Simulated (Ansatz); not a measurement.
**bcc Fe**

Computed with PBEsol (Ansatz, a first-principles code, plane waves, PAW).

Settings: plane-wave cutoff 500 eV, 24×24×1 k mesh (along the axes of the cell as run), Fermi–Dirac smearing 0.1 eV, scalar-relativistic PAW data made under PBE.

Cell: relaxed at this level.

- surface energy of the (110) face = 2.94 J/m²
- work function of the (110) face = 4.97 eV

The slab of 8 atoms is relaxed and unreconstructed.

Computed values are for the static lattice.

Computing time: very roughly 27 core-minutes.
